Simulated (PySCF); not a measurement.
## Molecular orbitals of SiS

RHF at R = 1.944 Å; basis Si x2c-SVPall, S x2c-SVPall; spin-free X2C with a Gaussian nucleus; PySCF 2.14. State: ¹Σ⁺ (singlet), closed shell. Only the outer orbitals are listed, counted within each symmetry.

```json
{"orbital": "7σ", "occ.": "2", "ε (eV)": "-25.59", "on Si (%)": "20", "main shells (%)": "77 S s, 13 Si s"}
{"orbital": "8σ", "occ.": "2", "ε (eV)": "-15.54", "on Si (%)": "54", "main shells (%)": "53 Si s, 30 S p, 15 S s"}
{"orbital": "9σ", "occ.": "2", "ε (eV)": "-10.53", "on Si (%)": "63", "main shells (%)": "37 Si p, 35 S p, 24 Si s"}
{"orbital": "3π", "occ.": "2", "ε (eV)": "-10.45", "on Si (%)": "23", "main shells (%)": "77 S p, 20 Si p"}
{"orbital": "3π", "occ.": "2", "ε (eV)": "-10.45", "on Si (%)": "23", "main shells (%)": "77 S p, 20 Si p"}
{"orbital": "4π", "occ.": "0", "ε (eV)": "0.92", "on Si (%)": "80", "main shells (%)": "79 Si p, 20 S p"}
{"orbital": "4π", "occ.": "0", "ε (eV)": "0.92", "on Si (%)": "80", "main shells (%)": "79 Si p, 20 S p"}
```

Task: Which are the highest filled and the lowest empty level, where do they sit, and how wide is the gap?

Result: Highest filled 3π at -10.45 eV (in %: 77 S p, 20 Si p); lowest empty 4π at 0.92 eV (in %: 79 Si p, 20 S p); the gap at RHF is 11.37 eV. An empty level above zero is unbound, and its energy depends on the basis.

| Quantity | Value |
| --- | --- |
| bond order (Mayer) | 2.30 |
| ⟨S²⟩ | 0.000 |
| charge on Si (Mulliken, basis-dependent) | 0.36 |
| charge on Si (Löwdin, basis-dependent) | 0.16 |
| dipole moment (positive dipole means Si(−)S(+)) | -2.17 D |
| polarisability along the bond | 55.8 bohr³ |
| polarisability across the bond | 26.1 bohr³ |
